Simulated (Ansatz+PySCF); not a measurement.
Values are calculated unless marked as measured or tabulated.
## PySCF 2.14.0 run

```python
from pyscf import gto, scf, mp

mol = gto.M(atom="""
N -0.029850 0.000000 0.653550
N 0.029850 0.000000 -0.653550
H 0.007700 -0.863290 1.143040
H 0.007700 0.863290 1.143040
H -0.007700 -0.863290 -1.143040
H -0.007700 0.863290 -1.143040
""", basis='cc-pvtz', charge=1, spin=1)
mf = scf.UHF(mol)
mf.kernel()
pt = mp.MP2(mf, frozen=2).run()
print(mf.e_tot, pt.e_corr, pt.e_tot)
```

The script is written out from the run's settings.

Output:

```
Converged                       : yes
Reference energy                : -110.97300 hartree
Correlation energy              : -0.40023 hartree
Total energy                    : -111.37323 hartree
Spin squared of the determinant : 0.769
```

Caution: MP2 on this radical cation hangs on the determinant chosen.
